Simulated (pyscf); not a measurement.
PySCF, gas phase, ωB97X-D3(BJ)/def2-SVP geometries. MP2 and CC: frozen core, UHF for open shells. ΔMP2 is the change of the MP2 total energy from the triple- to the quadruple-zeta basis.

SMILES: C(O)C[CH]
```xyz
10

C      0.3506    -0.2656     1.2502
C     -0.2073     0.5642     0.1840
C     -1.1323    -0.0259    -0.8822
O     -2.3357    -0.4944    -0.3156
H      0.3596    -1.3088     0.8441
H     -0.5335     1.5643     0.5263
H      0.8237     0.7500    -0.2347
H     -0.6470    -0.9005    -1.3453
H     -1.3169     0.7141    -1.6866
H     -2.8180     0.2626     0.0367
```
Charge 0, spin multiplicity 1.

Question: How much does it cost (ΔH, 298 K, CCSD(T)/def2-TZVPP + ΔMP2(QZVPP)) to split :HC–CH₂–CH₂–OH (SMILES [CH]CCO) [singlet] at its C–C bond into •HC=CH₂ + •H₂C–OH?

Answer: C–C to •HC=CH₂ + •H₂C–OH: 0.88 eV. The radicals are drawn with the spin at the cut bond; how far it spreads was not checked. :HC–CH₂–CH₂–OH [singlet] may be a fragile minimum: a first optimisation, from another start, lost the drawn bonds. :HC–CH₂–CH₂–OH [singlet] lies 3.82 eV over its isomer H₂C=C(CH₃)–OH, and others may lie lower still (electronic energy, ωB97M-D3(BJ)). Other isomers of •HC=CH₂, •H₂C–OH were not searched in full and may lie lower. A restricted singlet here is unstable towards spin polarisation, as is usual where a triplet lies low; its energy is less safe. The CCSD(T) − MP2 part came from Ansatz, without density fitting, on the same reference. A UHF reference is spin-contaminated (<S²> up to 0.96), which harms MP2 most.
